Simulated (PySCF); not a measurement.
Gas-phase thermal properties of P₂

Method: PySCF energies (xtb for GFN2) plus ideal-gas RRHO corrections (1 bar). 'Table' is the NASA 1993 thermochemical table (part measured, part estimated). 6-31G* has spherical d functions here. All species are closed-shell singlets. B3LYP is the form with VWN-RPA correlation. The harmonic model lacks anharmonicity and excited electronic states, which grow with temperature; levels with a mode under 35 cm⁻¹ are left out. The table's entry may be an old estimate for P₂ (not checked at source).

| level | point group | σ | ZPE (kJ/mol) | S°298 (J/mol/K) | Cp298 (J/mol/K) | S°1000 (J/mol/K) | H1000 − H298 (kJ/mol) |
|---|---|---|---|---|---|---|---|
| table | - | - | - | 218.1 | 32.1 | 260.4 | 24.8 |
| B3LYP/6-31G* | D∞h | 2 | 4.8 | 218.1 | 31.8 | 260.0 | 24.7 |
| GFN2-xTB | D∞h | 2 | 5.4 | 217.9 | 31.1 | 259.2 | 24.3 |
| HF/6-31G* | D∞h | 2 | 5.4 | 217.4 | 31.1 | 258.7 | 24.3 |
| PBE/def2-SVP | D∞h | 2 | 4.7 | 218.2 | 31.9 | 260.3 | 24.7 |
| PBE0/def2-TZVP | D∞h | 2 | 5.0 | 217.8 | 31.6 | 259.5 | 24.5 |
σ: rotational symmetry number. Electronic degeneracy used: 1. Frequencies are unscaled.
